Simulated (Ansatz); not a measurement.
# CH₂SSi: an energy map over bond length Si1–H5 and angle H5–Si1–C2

Aim: map the energy of CH₂SSi, SMILES [SiH2]=C=S over two coordinates, and find its wells, ridges and stiffness.

Method: RHF/def2-TZVP; program: Ansatz 0.2.0.

## 1. The system as given

SMILES `[SiH2]=C=S`, 5 atoms, charge 0, spin multiplicity 1.

Atoms are counted from 1 here; the program's logs count them from 0.

Bond lengths: Si1–C2 1.806 Å, Si1–H4 1.516 Å, Si1–H5 1.516 Å, C2–S3 1.560 Å. Angles: C2–Si1–H4 100.8°, C2–Si1–H5 100.8°, H4–Si1–H5 107.8°, Si1–C2–S3 166.3°.

Geometry (Å):

```xyz
5

Si    0.2102    0.5842   -0.7183
C     0.2517   -0.7390    0.5107
S     0.6094   -1.9662    1.4047
H    -1.1316    0.3220   -1.3735
H     0.0604    1.7990    0.1764
```

This geometry comes from a loose relaxation at PBE in a small basis, which is not shown.

## 2. Relaxing the molecule

The input, input.yaml:

```yaml
crystal:
  periodic: [false, false, false]
  atoms:
    - { symbol: Si, position_ang: [0.210198, 0.584193, -0.718256] }
    - { symbol: C, position_ang: [0.251676, -0.739013, 0.510666] }
    - { symbol: S, position_ang: [0.609351, -1.966172, 1.404738] }
    - { symbol: H, position_ang: [-1.131577, 0.322005, -1.373518] }
    - { symbol: H, position_ang: [0.060352, 1.798997, 0.176381] }
basis:
  gaussian: { orbitals: def2-TZVP }
hamiltonian:
  xc: hf
output:
  forces: true
relax:
  f_tol: 0.003
  max_steps: 120
```

On the command line:

```sh
$ ansatz run input.yaml --threads 1 --pin off --max-ram 2560MiB --backend cpu --events-out ev --progress --plain --runs-dir out
```

Output:

```text
Warning: RAYON_NUM_THREADS=1 ignored (pool sized by the plan → 1); use --threads N
The last accepted step is kept in <dir> (removed where the run ends without a failure and the disk answers)
Engine: ansatz 0.2.0, x86_64-unknown-linux-gnu
Functional definition: HF
  exchange = exact_x
  correlation = 0
951 factors; their error is unknown
mean field evaluation 1: about -19738.5125 eV, gradient 1.3e1 eV
mean field evaluation 2: about -19739.2926 eV, gradient 5.0e0 eV
mean field evaluation 4: about -19739.4241 eV, gradient 6.0e-1 eV
mean field evaluation 8: about -19739.6956 eV, gradient 4.4e-1 eV
mean field -19739.69582568 eV, -725.4204415472 hartree, gradient 1.0e-5 eV, S^2 0.000000; 0 other end points of the search recorded, 0 dependent functions left out
the calculation of the forces begins
reference -19739.69582568 eV, -725.4204415472 hartree; 19, 19 occupied and 98, 98 virtual orbitals, 951 factors
relax step   1: F+E_penalty+E_count = -19739.69582568 eV  Δ(F+E_penalty+E_count) = +0.000e0 eV  max|allowed force component| = 2.058e0 eV/Å  Δτ_max = 0.0000 Å  (42 SCF iters, accepted)
these checks for a lower state are left out or cut short: starts, cluster_reference, orbital_swaps, neighbouring_geometries, increment
951 factors; their error is unknown
mean field evaluation 16: about -19739.5013 eV, gradient 2.7e-2 eV
mean field -19739.77046783 eV, -725.4231845959 hartree, gradient 2.3e-5 eV, S^2 0.000000; 0 other end points of the search recorded, 0 dependent functions left out
the calculation of the forces begins
reference -19739.77046783 eV, -725.4231845959 hartree; 19, 19 occupied and 98, 98 virtual orbitals, 951 factors
relax step   2: F+E_penalty+E_count = -19739.77046783 eV  Δ(F+E_penalty+E_count) = -7.464e-2 eV  max|allowed force component| = 8.443e-1 eV/Å  Δτ_max = 0.0410 Å  (38 SCF iters, accepted)
these checks for a lower state are left out or cut short: starts, cluster_reference, orbital_swaps, neighbouring_geometries, increment
951 factors; their error is unknown
mean field -19739.78518890 eV, -725.4237255850 hartree, gradient 1.7e-5 eV, S^2 0.000000; 0 other end points of the search recorded, 0 dependent functions left out
the calculation of the forces begins
reference -19739.78518890 eV, -725.4237255850 hartree; 19, 19 occupied and 98, 98 virtual orbitals, 951 factors
relax step   3: F+E_penalty+E_count = -19739.78518890 eV  Δ(F+E_penalty+E_count) = -1.472e-2 eV  max|allowed force component| = 2.452e-1 eV/Å  Δτ_max = 0.0268 Å  (38 SCF iters, accepted)
these checks for a lower state are left out or cut short: starts, cluster_reference, orbital_swaps, neighbouring_geometries, increment
951 factors; their error is unknown
mean field evaluation 32: about -19739.7872 eV, gradient 1.7e-5 eV
mean field -19739.78724769 eV, -725.4238012441 hartree, gradient 1.7e-5 eV, S^2 0.000000; 0 other end points of the search recorded, 0 dependent functions left out
the calculation of the forces begins
reference -19739.78724769 eV, -725.4238012441 hartree; 19, 19 occupied and 98, 98 virtual orbitals, 951 factors
relax step   4: F+E_penalty+E_count = -19739.78724769 eV  Δ(F+E_penalty+E_count) = -2.059e-3 eV  max|allowed force component| = 2.317e-1 eV/Å  Δτ_max = 0.0151 Å  (39 SCF iters, accepted)
these checks for a lower state are left out or cut short: starts, cluster_reference, orbital_swaps, neighbouring_geometries, increment
951 factors; their error is unknown
mean field -19739.78946391 eV, -725.4238826889 hartree, gradient 1.5e-5 eV, S^2 0.000000; 0 other end points of the search recorded, 0 dependent functions left out
the calculation of the forces begins
reference -19739.78946391 eV, -725.4238826889 hartree; 19, 19 occupied and 98, 98 virtual orbitals, 951 factors
relax step   5: F+E_penalty+E_count = -19739.78946391 eV  Δ(F+E_penalty+E_count) = -2.216e-3 eV  max|allowed force component| = 1.122e-1 eV/Å  Δτ_max = 0.0193 Å  (38 SCF iters, accepted)
these checks for a lower state are left out or cut short: starts, cluster_reference, orbital_swaps, neighbouring_geometries, increment
951 factors; their error is unknown
mean field -19739.79297310 eV, -725.4240116493 hartree, gradient 2.2e-5 eV, S^2 0.000000; 0 other end points of the search recorded, 0 dependent functions left out
the calculation of the forces begins
reference -19739.79297310 eV, -725.4240116493 hartree; 19, 19 occupied and 98, 98 virtual orbitals, 951 factors
relax step   6: F+E_penalty+E_count = -19739.79297310 eV  Δ(F+E_penalty+E_count) = -3.509e-3 eV  max|allowed force component| = 1.029e-1 eV/Å  Δτ_max = 0.0361 Å  (37 SCF iters, accepted)
these checks for a lower state are left out or cut short: starts, cluster_reference, orbital_swaps, neighbouring_geometries, increment
951 factors; their error is unknown
mean field -19739.78817570 eV, -725.4238353482 hartree, gradient 1.5e-5 eV, S^2 0.000000; 0 other end points of the search recorded, 0 dependent functions left out
the calculation of the forces begins
reference -19739.78817570 eV, -725.4238353482 hartree; 19, 19 occupied and 98, 98 virtual orbitals, 951 factors
relax step   7: F+E_penalty+E_count = -19739.78817570 eV  Δ(F+E_penalty+E_count) = +4.797e-3 eV  max|allowed force component| = 5.798e-1 eV/Å  Δτ_max = 0.1590 Å  (43 SCF iters, rejected (line search))
these checks for a lower state are left out or cut short: starts, cluster_reference, orbital_swaps, neighbouring_geometries, increment
951 factors; their error is unknown
mean field -19739.79907390 eV, -725.4242358494 hartree, gradient 2.6e-5 eV, S^2 0.000000; 0 other end points of the search recorded, 0 dependent functions left out
the calculation of the forces begins
reference -19739.79907390 eV, -725.4242358494 hartree; 19, 19 occupied and 98, 98 virtual orbitals, 951 factors
relax step   8: F+E_penalty+E_count = -19739.79907390 eV  Δ(F+E_penalty+E_count) = -6.101e-3 eV  max|allowed force component| = 1.064e-1 eV/Å  Δτ_max = 0.0795 Å  (37 SCF iters, accepted)
these checks for a lower state are left out or cut short: starts, cluster_reference, orbital_swaps, neighbouring_geometries, increment
951 factors; their error is unknown
mean field evaluation 64: about -19739.8031 eV, gradient 1.5e-5 eV
mean field -19739.80305429 eV, -725.4243821262 hartree, gradient 1.5e-5 eV, S^2 0.000000; 0 other end points of the search recorded, 0 dependent functions left out
the calculation of the forces begins
reference -19739.80305429 eV, -725.4243821262 hartree; 19, 19 occupied and 98, 98 virtual orbitals, 951 factors
relax step   9: F+E_penalty+E_count = -19739.80305429 eV  Δ(F+E_penalty+E_count) = -3.980e-3 eV  max|allowed force component| = 2.871e-1 eV/Å  Δτ_max = 0.0993 Å  (45 SCF iters, accepted)
these checks for a lower state are left out or cut short: starts, cluster_reference, orbital_swaps, neighbouring_geometries, increment
951 factors; their error is unknown
mean field -19739.80503900 eV, -725.4244550628 hartree, gradient 2.0e-5 eV, S^2 0.000000; 0 other end points of the search recorded, 0 dependent functions left out
the calculation of the forces begins
reference -19739.80503900 eV, -725.4244550628 hartree; 19, 19 occupied and 98, 98 virtual orbitals, 951 factors
relax step  10: F+E_penalty+E_count = -19739.80503900 eV  Δ(F+E_penalty+E_count) = -1.985e-3 eV  max|allowed force component| = 9.791e-2 eV/Å  Δτ_max = 0.0349 Å  (38 SCF iters, accepted)
these checks for a lower state are left out or cut short: starts, cluster_reference, orbital_swaps, neighbouring_geometries, increment
951 factors; their error is unknown
mean field -19739.80744060 eV, -725.4245433200 hartree, gradient 2.1e-5 eV, S^2 0.000000; 0 other end points of the search recorded, 0 dependent functions left out
the calculation of the forces begins
reference -19739.80744060 eV, -725.4245433200 hartree; 19, 19 occupied and 98, 98 virtual orbitals, 951 factors
relax step  11: F+E_penalty+E_count = -19739.80744060 eV  Δ(F+E_penalty+E_count) = -2.402e-3 eV  max|allowed force component| = 1.321e-1 eV/Å  Δτ_max = 0.0361 Å  (38 SCF iters, accepted)
these checks for a lower state are left out or cut short: starts, cluster_reference, orbital_swaps, neighbouring_geometries, increment
951 factors; their error is unknown
mean field -19739.79678784 eV, -725.4241518384 hartree, gradient 1.7e-5 eV, S^2 0.000000; 0 other end points of the search recorded, 0 dependent functions left out
the calculation of the forces begins
reference -19739.79678784 eV, -725.4241518384 hartree; 19, 19 occupied and 98, 98 virtual orbitals, 951 factors
relax step  12: F+E_penalty+E_count = -19739.79678784 eV  Δ(F+E_penalty+E_count) = +1.065e-2 eV  max|allowed force component| = 6.281e-1 eV/Å  Δτ_max = 0.1804 Å  (43 SCF iters, rejected (line search))
these checks for a lower state are left out or cut short: starts, cluster_reference, orbital_swaps, neighbouring_geometries, increment
951 factors; their error is unknown
mean field -19739.81287588 eV, -725.4247430629 hartree, gradient 2.4e-5 eV, S^2 0.000000; 0 other end points of the search recorded, 0 dependent functions left out
the calculation of the forces begins
reference -19739.81287588 eV, -725.4247430629 hartree; 19, 19 occupied and 98, 98 virtual orbitals, 951 factors
relax step  13: F+E_penalty+E_count = -19739.81287588 eV  Δ(F+E_penalty+E_count) = -5.435e-3 eV  max|allowed force component| = 4.767e-1 eV/Å  Δτ_max = 0.0902 Å  (37 SCF iters, accepted)
these checks for a lower state are left out or cut short: starts, cluster_reference, orbital_swaps, neighbouring_geometries, increment
951 factors; their error is unknown
mean field -19739.81745527 eV, -725.4249113524 hartree, gradient 2.1e-5 eV, S^2 0.000000; 0 other end points of the search recorded, 0 dependent functions left out
the calculation of the forces begins
reference -19739.81745527 eV, -725.4249113524 hartree; 19, 19 occupied and 98, 98 virtual orbitals, 951 factors
relax step  14: F+E_penalty+E_count = -19739.81745527 eV  Δ(F+E_penalty+E_count) = -4.579e-3 eV  max|allowed force component| = 3.373e-1 eV/Å  Δτ_max = 0.0924 Å  (37 SCF iters, accepted)
these checks for a lower state are left out or cut short: starts, cluster_reference, orbital_swaps, neighbouring_geometries, increment
951 factors; their error is unknown
mean field evaluation 96: about -19739.5464 eV, gradient 7.6e-1 eV
mean field -19739.81810623 eV, -725.4249352748 hartree, gradient 1.5e-5 eV, S^2 0.000000; 0 other end points of the search recorded, 0 dependent functions left out
the calculation of the forces begins
reference -19739.81810623 eV, -725.4249352748 hartree; 19, 19 occupied and 98, 98 virtual orbitals, 951 factors
relax step  15: F+E_penalty+E_count = -19739.81810623 eV  Δ(F+E_penalty+E_count) = -6.510e-4 eV  max|allowed force component| = 2.787e-1 eV/Å  Δτ_max = 0.0103 Å  (37 SCF iters, accepted)
these checks for a lower state are left out or cut short: starts, cluster_reference, orbital_swaps, neighbouring_geometries, increment
951 factors; their error is unknown
mean field -19739.81891277 eV, -725.4249649145 hartree, gradient 1.2e-5 eV, S^2 0.000000; 0 other end points of the search recorded, 0 dependent functions left out
the calculation of the forces begins
reference -19739.81891277 eV, -725.4249649145 hartree; 19, 19 occupied and 98, 98 virtual orbitals, 951 factors
relax step  16: F+E_penalty+E_count = -19739.81891277 eV  Δ(F+E_penalty+E_count) = -8.065e-4 eV  max|allowed force component| = 8.449e-2 eV/Å  Δτ_max = 0.0310 Å  (38 SCF iters, accepted)
these checks for a lower state are left out or cut short: starts, cluster_reference, orbital_swaps, neighbouring_geometries, increment
951 factors; their error is unknown
mean field -19739.81885153 eV, -725.4249626639 hartree, gradient 1.9e-5 eV, S^2 0.000000; 0 other end points of the search recorded, 0 dependent functions left out
the calculation of the forces begins
reference -19739.81885153 eV, -725.4249626639 hartree; 19, 19 occupied and 98, 98 virtual orbitals, 951 factors
relax step  17: F+E_penalty+E_count = -19739.81885153 eV  Δ(F+E_penalty+E_count) = +6.124e-5 eV  max|allowed force component| = 1.094e-1 eV/Å  Δτ_max = 0.0254 Å  (38 SCF iters, rejected (line search))
these checks for a lower state are left out or cut short: starts, cluster_reference, orbital_swaps, neighbouring_geometries, increment
951 factors; their error is unknown
mean field -19739.81958935 eV, -725.4249897784 hartree, gradient 1.5e-5 eV, S^2 0.000000; 0 other end points of the search recorded, 0 dependent functions left out
the calculation of the forces begins
reference -19739.81958935 eV, -725.4249897784 hartree; 19, 19 occupied and 98, 98 virtual orbitals, 951 factors
relax step  18: F+E_penalty+E_count = -19739.81958935 eV  Δ(F+E_penalty+E_count) = -6.766e-4 eV  max|allowed force component| = 1.928e-2 eV/Å  Δτ_max = 0.0124 Å  (37 SCF iters, accepted)
these checks for a lower state are left out or cut short: starts, cluster_reference, orbital_swaps, neighbouring_geometries, increment
951 factors; their error is unknown
mean field -19739.81965174 eV, -725.4249920710 hartree, gradient 1.4e-5 eV, S^2 0.000000; 0 other end points of the search recorded, 0 dependent functions left out
the calculation of the forces begins
reference -19739.81965174 eV, -725.4249920710 hartree; 19, 19 occupied and 98, 98 virtual orbitals, 951 factors
relax step  19: F+E_penalty+E_count = -19739.81965174 eV  Δ(F+E_penalty+E_count) = -6.238e-5 eV  max|allowed force component| = 5.425e-4 eV/Å  Δτ_max = 0.0077 Å  (37 SCF iters, accepted)
951 factors; their error is unknown
mean field evaluation 128: about -19739.8195 eV, gradient 4.4e-1 eV
mean field evaluation 160: about -19739.4887 eV, gradient 4.1e0 eV
mean field -19739.81965174 eV, -725.4249920710 hartree, gradient 1.4e-5 eV, S^2 0.000000; 1 other end points of the search recorded, 0 dependent functions left out
the calculation of the forces begins
reference -19739.81965174 eV, -725.4249920710 hartree; 19, 19 occupied and 98, 98 virtual orbitals, 951 factors
Total energy: -19739.81965174 eV, -725.4249920710 hartree
Atom 0 at    -0.193237     0.556404    -0.381605 Å, force    -0.000543    -0.000381     0.000479 eV/Å
Atom 1 at     0.277170    -0.793639     0.542962 Å, force     0.000134     0.000027     0.000271 eV/Å
Atom 2 at     0.705085    -2.016824     1.379619 Å, force    -0.000065     0.000187    -0.000396 eV/Å
Atom 3 at    -1.011155     0.363042    -1.572404 Å, force     0.000174    -0.000082    -0.000245 eV/Å
Atom 4 at     0.222137     1.891026     0.031439 Å, force     0.000299     0.000250    -0.000109 eV/Å
Dipole moment:    -0.109697     0.314614    -0.215426 e Å
```

It took 28 s on 1 thread of Intel Xeon Platinum 8488C (Sapphire Rapids), shared host; peak memory 0.23 GiB.

The steps of the relaxation: (the energy doesn't fall at every step)

```csv
step,energy from step 1 (eV),largest force component (eV/Å)
1,0.0000,2.0577
2,-0.0746,0.8443
3,-0.0894,0.2452
4,-0.0914,0.2317
5,-0.0936,0.1122
6,-0.0971,0.1029
7,-0.0923,0.5798
8,-0.1032,0.1064
9,-0.1072,0.2871
10,-0.1092,0.0979
11,-0.1116,0.1321
12,-0.1010,0.6281
13,-0.1171,0.4767
14,-0.1216,0.3373
15,-0.1223,0.2787
16,-0.1231,0.0845
17,-0.1230,0.1094
18,-0.1238,0.0193
19,-0.1238,0.0005
```

Distances of close pairs at the start and the end, largest changes first:

```
  bond  before (Å)  after (Å)  change (Å)
Si1–C2       1.806      1.703      -0.104
Si1–H5       1.516      1.458      -0.059
Si1–H4       1.516      1.458      -0.059
 C2–S3       1.560      1.542      -0.017
```

## 3. The grid

- bond length Si1–H5: 15 values from 1.195 to 2.186 Å
- angle H5–Si1–C2: 15 values from 94.6 to 144.6 °

Nothing else is relaxed (all other coordinates rigid). Energies count from the relaxed molecule at the same level. Points are written as (first, second).

Of the runs on the grid, 3 are shown in the steps below; the others differ only in the two coordinates.

[end of part 1 of 2]
